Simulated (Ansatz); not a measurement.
Input file:

```yaml
crystal:
  periodic: [false, false, false]
  atoms:
    - {symbol: Ge, position_ang: [0.000000, 0.000000, 1.958676]}
    - {symbol: Be, position_ang: [0.000000, 0.000000, -0.306700]}
    - {symbol: H, position_ang: [0.000000, 0.000000, -1.651976]}
basis:
  gaussian: {orbitals: 6-31G}
magnetization: {spin_polarized: false, initial_magnetization: 1}
correlation: {method: ccsdt_q, electrons: outside_noble_gas}
```

```sh
$ ansatz run in.yaml --threads 1 --pin off --events-out ev --progress --plain --max-ram 2393MiB
```

Output:

```
659 factors; integrals over basis functions are off by at most 1.6e-7 eV
mean field evaluation 1: about -56875.9272 eV, gradient 8.7e0 eV
mean field evaluation 2: about -56876.0128 eV, gradient 8.9e0 eV
mean field evaluation 4: about -56876.6840 eV, gradient 1.3e0 eV
mean field evaluation 8: about -56876.6868 eV, gradient 7.3e-4 eV
mean field evaluation 16: about -56876.6863 eV, gradient 2.4e-1 eV
mean field evaluation 32: about -56876.6838 eV, gradient 4.7e-1 eV
mean field evaluation 64: about -56875.0281 eV, gradient 1.2e0 eV
mean field evaluation 96: about -56876.6864 eV, gradient 2.0e-1 eV
mean field evaluation 128: about -56875.0518 eV, gradient 5.2e-4 eV
mean field -56876.68675299 eV, -2090.1796857696 hartree, gradient 3.8e-6 eV, S^2 0.750000; 3 other end points of the search recorded, 0 dependent functions left out
mean field evaluation 160: about -56876.0344 eV, gradient 6.5e0 eV
mean field evaluation 192: about -56875.8763 eV, gradient 3.3e0 eV
mean field evaluation 224: about -56876.0355 eV, gradient 6.5e0 eV
mean field evaluation 256: about -56876.7668 eV, gradient 3.9e-1 eV
determinant -56876.68675299 eV, -2090.1796857696 hartree, with singles and doubles -56878.57528576 eV, -2090.2490880686 hartree
determinant -56875.05184371 eV, -2090.1196039615 hartree, with singles and doubles -56877.08341945 eV, -2090.1942629929 hartree
15 core orbitals not correlated: weight in the atoms' cores, before any rotation towards them, 0.999 or more for the frozen orbitals, at most 0.000 for the correlated occupied ones
reference -56876.68675299 eV, -2090.1796857696 hartree; 4, 3 occupied and 21, 22 virtual orbitals, 659 factors
second order -1.33887172 eV of doubles, -0.01206465 eV of singles
cycle   1  -1.69788280 eV  change   -3.5e-1 eV  update   6.5e-2
cycle   2  -1.92486189 eV  change   -2.3e-1 eV  update   3.1e-2
cycle   3  -1.94356739 eV  change   -1.9e-2 eV  update   1.1e-2
cycle   4  -1.94904384 eV  change   -5.5e-3 eV  update   6.1e-3
cycle   5  -1.95022940 eV  change   -1.2e-3 eV  update   3.0e-3
cycle   6  -1.95022413 eV  change    5.3e-6 eV  update   1.8e-3
cycle   7  -1.95018582 eV  change    3.8e-5 eV  update   9.8e-4
cycle   8  -1.95049520 eV  change   -3.1e-4 eV  update   3.9e-4
cycle   9  -1.95047270 eV  change    2.2e-5 eV  update   1.7e-4
cycle  10  -1.95041246 eV  change    6.0e-5 eV  update   7.9e-5
cycle  11  -1.95041663 eV  change   -4.2e-6 eV  update   4.0e-5
cycle  12  -1.95042141 eV  change   -4.8e-6 eV  update   2.0e-5
cycle  13  -1.95043489 eV  change   -1.3e-5 eV  update   8.6e-6
cycle  14  -1.95043525 eV  change   -3.6e-7 eV  update   3.5e-6
cycle  15  -1.95043328 eV  change    2.0e-6 eV  update   1.9e-6
cycle  16  -1.95043244 eV  change    8.3e-7 eV  update   8.4e-7
perturbative correction -0.00157954 eV, -0.0000580470 hartree
Total energy: -56878.63876497 eV, -2090.2514208867 hartree
```

For the same geometry and basis full CI lies 0.6 meV lower.

Ran on 1 thread of Intel Xeon, shared host: 17 s wall, 0.13 GiB peak host memory.
